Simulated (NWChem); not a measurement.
System: nitrogen (N₂); SMILES N#N

Parts of the log:

```
             Northwest Computational Chemistry Package (NWChem) 7.3.0
             --------------------------------------------------------

                             Geometry "geometry" -> ""
                             -------------------------

 Output coordinates in angstroms (scale by  1.889725989 to convert to a.u.)

  No.       Tag          Charge          X              Y              Z
 ---- ---------------- ---------- -------------- -------------- --------------
    1 N                    7.0000     0.00000000     0.00000000     0.54473800
    2 N                    7.0000     0.00000000     0.00000000    -0.54473800

 Effective nuclear repulsion energy (a.u.)      23.8001435562

  xc_inp: hfexch multiplicative factor not found.
                              NWChem Property Module
                              ----------------------

  itol2e modified to match energy
  convergence criterion.

                                 NWChem DFT Module
                                 -----------------

 Summary of "ao basis" -> "ao basis" (spherical)
 ------------------------------------------------------------------------------
       Tag                 Description            Shells   Functions and Types
 ---------------- ------------------------------  ------  ---------------------
 N                          pcsseg-2                12       36   4s5p2d1f

  itol2e modified to match energy
  convergence criterion.

            General Information
            -------------------
          SCF calculation type: DFT
          Wavefunction type:  closed shell.
          No. of atoms     :     2
          No. of electrons :    14
           Alpha electrons :     7
            Beta electrons :     7
          Charge           :     0
          Spin multiplicity:     1
          Use of symmetry is: off; symmetry adaption is: off
          Maximum number of iterations: 150
          AO basis - number of functions:    72
                     number of shells:    24
          Convergence on energy requested:  1.00D-07
          Convergence on density requested:  1.00D-05
          Convergence on gradient requested:  5.00D-04

              XC Information
              --------------
                     Hartree-Fock (Exact) Exchange  1.000

      Superposition of Atomic Density Guess
      -------------------------------------

 Sum of atomic energies:        -108.61716940

      Non-variational initial energy
      ------------------------------

 Total energy =    -109.151052
 1-e energy   =    -194.200822
 2-e energy   =      61.249627
 HOMO         =      -0.433798
 LUMO         =       0.018625

   convergence    iter        energy       DeltaE   RMS-Dens  Diis-err
 ---------------- ----- ----------------- --------- --------- ---------
 d= 0,ls=0.0,diis     1   -108.9718671801 -1.33D+02  1.95D-03  8.34D-02
 d= 0,ls=0.0,diis     2   -108.9827652530 -1.09D-02  1.26D-03  7.02D-03
 d= 0,ls=0.0,diis     3   -108.9835069194 -7.42D-04  2.77D-04  4.19D-04
 d= 0,ls=0.0,diis     4   -108.9835724446 -6.55D-05  3.01D-05  4.89D-06
 d= 0,ls=0.0,diis     5   -108.9835730229 -5.78D-07  3.78D-06  6.25D-08
 d= 0,ls=0.0,diis     6   -108.9835730349 -1.21D-08  1.15D-06  2.83D-09

         Total DFT energy =     -108.983573034946
      One electron energy =     -194.617997083256
           Coulomb energy =       74.942957420316
    Exchange-Corr. energy =      -13.108676928160
 Nuclear repulsion energy =       23.800143556155

 Numeric. integr. density =        0.000000000000

                       DFT Final Molecular Orbital Analysis
                       ------------------------------------

 Vector    5  Occ=2.000000D+00  E=-6.349738D-01
              MO Center=  3.8D-17,  1.8D-15,  2.9D-13, r^2= 1.3D+00
   Bfn.  Coefficient  Atom+Function         Bfn.  Coefficient  Atom+Function
  ----- ------------  ---------------      ----- ------------  ---------------
    16      0.257889  1 N  pz                52     -0.257889  2 N  pz
    13      0.249372  1 N  pz                49     -0.249372  2 N  pz
     3      0.182133  1 N  s                 39      0.182133  2 N  s
     4      0.171973  1 N  s                 40      0.171973  2 N  s
    10      0.110443  1 N  pz                46     -0.110443  2 N  pz

 Vector    6  Occ=2.000000D+00  E=-6.175510D-01
              MO Center=  1.0D-15, -1.9D-15, -2.1D-14, r^2= 9.0D-01
   Bfn.  Coefficient  Atom+Function         Bfn.  Coefficient  Atom+Function
  ----- ------------  ---------------      ----- ------------  ---------------
    15      0.279543  1 N  py                51      0.279543  2 N  py
    12      0.221196  1 N  py                48      0.221196  2 N  py
     9      0.097031  1 N  py                45      0.097031  2 N  py
    18      0.096194  1 N  py                54      0.096194  2 N  py
    14     -0.065322  1 N  px                50     -0.065322  2 N  px

 Vector    7  Occ=2.000000D+00  E=-6.175510D-01
              MO Center=  3.2D-16, -2.1D-16, -2.4D-14, r^2= 9.0D-01
   Bfn.  Coefficient  Atom+Function         Bfn.  Coefficient  Atom+Function
  ----- ------------  ---------------      ----- ------------  ---------------
    14      0.279543  1 N  px                50      0.279543  2 N  px
    11      0.221196  1 N  px                47      0.221196  2 N  px
     8      0.097031  1 N  px                44      0.097031  2 N  px
    17      0.096194  1 N  px                53      0.096194  2 N  px
    15      0.065322  1 N  py                51      0.065322  2 N  py

 Vector    8  Occ=0.000000D+00  E= 1.513845D-01
              MO Center=  1.5D-15, -1.1D-15,  4.8D-14, r^2= 2.1D+00
   Bfn.  Coefficient  Atom+Function         Bfn.  Coefficient  Atom+Function
  ----- ------------  ---------------      ----- ------------  ---------------
    17      0.757457  1 N  px                53     -0.757457  2 N  px
    18     -0.286280  1 N  py                54      0.286280  2 N  py
    14      0.248627  1 N  px                50     -0.248627  2 N  px
    11      0.203939  1 N  px                47     -0.203939  2 N  px
    15     -0.093968  1 N  py                51      0.093968  2 N  py

 Vector    9  Occ=0.000000D+00  E= 1.513845D-01
              MO Center=  2.5D-15,  4.3D-15,  2.8D-14, r^2= 2.1D+00
   Bfn.  Coefficient  Atom+Function         Bfn.  Coefficient  Atom+Function
  ----- ------------  ---------------      ----- ------------  ---------------
    18      0.757457  1 N  py                54     -0.757457  2 N  py
    17      0.286280  1 N  px                53     -0.286280  2 N  px
    15      0.248627  1 N  py                51     -0.248627  2 N  py
    12      0.203939  1 N  py                48     -0.203939  2 N  py
    14      0.093968  1 N  px                50     -0.093968  2 N  px

 Vector   10  Occ=0.000000D+00  E= 2.805353D-01
              MO Center=  3.3D-14,  1.3D-14,  1.1D-12, r^2= 6.1D+00
   Bfn.  Coefficient  Atom+Function         Bfn.  Coefficient  Atom+Function
  ----- ------------  ---------------      ----- ------------  ---------------
     4      6.827365  1 N  s                 40     -6.827365  2 N  s
    19     -3.255349  1 N  pz                55     -3.255349  2 N  pz
     3     -1.009084  1 N  s                 39      1.009084  2 N  s
    16      0.814236  1 N  pz                52      0.814236  2 N  pz
    27     -0.194144  1 N  d  0              63      0.194144  2 N  d  0

     Multipole analysis of the density
     ---------------------------------

     L   x y z        total         alpha         beta         nuclear
     -   - - -        -----         -----         ----         -------
     0   0 0 0     -0.000000     -7.000000     -7.000000     14.000000

     1   1 0 0     -0.000000     -0.000000     -0.000000      0.000000
     1   0 1 0     -0.000000     -0.000000     -0.000000      0.000000
     1   0 0 1      0.000000      0.000000      0.000000      0.000000

[...]

          -----------------------------------------
          Chemical Shielding Tensors (GIAO, in ppm)
          -----------------------------------------

                                NWChem CPHF Module
                                ------------------

  scftype          =     RHF
  nclosed          =        7
  nopen            =        0
  variables        =      455
  # of vectors     =        3
  tolerance        = 0.10D-03
  level shift      = 0.00D+00
  max iterations   =       50
  max subspace     =       30

 SCF residual:    9.1356858062681639E-006

Iterative solution of linear equations
  No. of variables      455
  No. of equations        3
  Maximum subspace       30
        Iterations       50
       Convergence  1.0D-04

   iter   nsub   residual    time
   ----  ------  --------  ---------
     1      3    1.64D+00       8.3
     2      6    1.71D-01       8.6
     3      9    4.98D-02       9.0
     4     12    2.00D-03       9.4
     5     15    4.43D-04       9.8
     6     18    3.68D-05      10.1

      Atom:    1  N
        Diamagnetic
    320.2303     -0.0000      0.0000
     -0.0000    320.2303      0.0000
      0.0000      0.0000    339.0399

        Paramagnetic
   -643.2966     -0.0000     -0.0000
     -0.0000   -643.2966     -0.0000
     -0.0000     -0.0000      0.0000

        Total Shielding Tensor
   -323.0663     -0.0000      0.0000
     -0.0000   -323.0663      0.0000
      0.0000      0.0000    339.0399

           isotropic =    -102.3642
          anisotropy =     662.1061

          Principal Components and Axis System
                 1           2           3
              339.0399   -323.0663   -323.0663

      1         0.0000     -0.0000      1.0000
      2         0.0000      1.0000     -0.0000
      3         1.0000      0.0000      0.0000
```

Level: Hartree-Fock/pcSseg-2, GIAO. Geometry: optimised at PBE0-D3(BJ)/def2-TZVP. The printed shielding anisotropy is the first printed principal value minus the mean of the other two.

Question: Which NWChem input produces such a log?

Answer: This is not unique; one that fits is the input that was run:
```
start job
memory heap 200 mb stack 900 mb global 1100 mb
geometry units angstroms noautosym nocenter noautoz
  N      0.000000     0.000000     0.544738
  N      0.000000     0.000000    -0.544738
end
basis spherical
  N library pcsseg-2
end
dft
  xc hfexch
  iterations 150
end
property
  shielding 1 1
end
task dft property
```
